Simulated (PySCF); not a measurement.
B3LYP has the VWN-RPA correlation part, as in Gaussian. Delta-SCF ions had no search for a lower state. Excitations are Tamm–Dancoff values on a coarser integration grid. The basis has no diffuse functions, so Rydberg states are missing or too high.

## C₂H₇N, SMILES `CCN` (C–C–N–H torsion 59°) (charge 0, multiplicity 1)

All values below come from B3LYP-D3(BJ)/def2-TZVP (PySCF).

```
Property                                                          Value
--------------------------------------  -------------------------------
HOMO                                                           -6.57 eV
dipole moment                                                    1.30 D
LUMO                                                            0.73 eV
HOMO–LUMO gap                                                   7.30 eV
S1 excitation (TDA)                                             6.17 eV
S1 oscillator strength                                            0.024
T1 excitation (TDA)                                             5.83 eV
S1–T1 gap (TDA)                                                 0.34 eV
vertical ionisation energy (Delta-SCF)                          9.38 eV
total energy                                                -3680.11 eV
cost                                    around 2.1 core-minutes (rough)
```

```xyz
10

C     -1.0500     0.1858     0.1711
C      0.2055    -0.3804    -0.4907
N      1.4760     0.0097     0.1195
H     -1.1169    -0.1315     1.2150
H     -1.9560    -0.1499    -0.3406
H     -1.0402     1.2788     0.1538
H      0.2357    -0.0776    -1.5407
H      0.1599    -1.4727    -0.4910
H      1.5784     1.0186     0.1130
H      1.5077    -0.2807     1.0907
```
Charge 0, spin multiplicity 1.
